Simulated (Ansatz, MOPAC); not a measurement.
Reaction (SMILES): ICl + [H][H] (H2) -> Cl (HCl) + I (HI)

Wanted: energy of full hydrogenation (enthalpy at 298 K), in kcal/mol. Conventions: def2 sets with scalar-relativistic core potentials past Kr; STO-3G and 3-21G all-electron and non-relativistic; LANL2DZ with its own core potentials from Na on; valence correlation only (noble-gas shells and the d and f shells of earlier blocks); no spin-orbit coupling; six Cartesian d functions in 6-31G* and its kin unless marked 5d. Ab initio and DFT rows: single points at B3LYP-D3(BJ) geometries (Ansatz, an electronic-structure program), with unscaled harmonic terms from B3LYP/6-31G* (LANL2DZ past Ar) at its own minima. Semi-empirical rows: MOPAC heats of formation at their own minima for 298 K.

Measured values: Active Thermochemical Tables 1.112 (ions: stationary electron), as tabulated in the package chemicals; they hold spin-orbit and core effects, anharmonicity. 

Value to compare with, the measured value: -19.9 kcal/mol.

```
level                             program  energy of full hydrogenation (enthalpy at 298 K) (kcal/mol)  error
--------------------------------  -------  -----------------------------------------------------------  -----
MNDO                                MOPAC                                                          6.6   26.5
HF/LANL2DZ                         Ansatz                                                        -25.3   -5.4
BLYP/6-31G* with LANL2DZ past Ar   Ansatz                                                        -20.5   -0.6
B3LYP/def2-SVP                     Ansatz                                                        -23.8   -3.9
MP2/3-21G                          Ansatz                                                        -16.8    3.1
MP2/LANL2DZ                        Ansatz                                                        -21.6   -1.7
B3LYP/def2-TZVPD                   Ansatz                                                        -20.7   -0.8
```

Among the 6 habitual levels, MNDO lies farthest from the measured value (26.5 kcal/mol) and BLYP/6-31G* with LANL2DZ past Ar nearest (-0.6); 2 of 6 lie above it, and their mean absolute error is 6.9 kcal/mol, the median 3.5. One case shows no general order.

The levels are drawn from those run, B3LYP/6-31G* more often than the rest, none by its result; runs whose electronic state is in doubt are left out.
